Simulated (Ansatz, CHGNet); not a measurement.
For 1T (CdI2-type) TiTe₂, the machine-learned potential CHGNet 0.3.0 (trained on PBE and PBE+U data) gives:

| Item | Value |
|---|---|
| lattice constant a | 3.713 Å |
| lattice parameter c | 7.503 Å |

Task: What does r²SCAN+rVV10 (Ansatz, an electronic-structure program, plane waves, PAW) give for the same quantities?

Result: 
- lattice constant a: 3.782 Å (grows by 1.9 %)
- lattice parameter c: 6.616 Å (shrinks by 12 %)

Changes are worked out from the printed values.

Unless a cell is named, each level is at its own relaxed cell (CHGNet 0.3.0 29.86, r²SCAN+rVV10 27.32 Å³/atom).

Ansatz's density-functional and Hartree–Fock values are scalar-relativistic unless marked +SOC, with PAW data made under PBE.
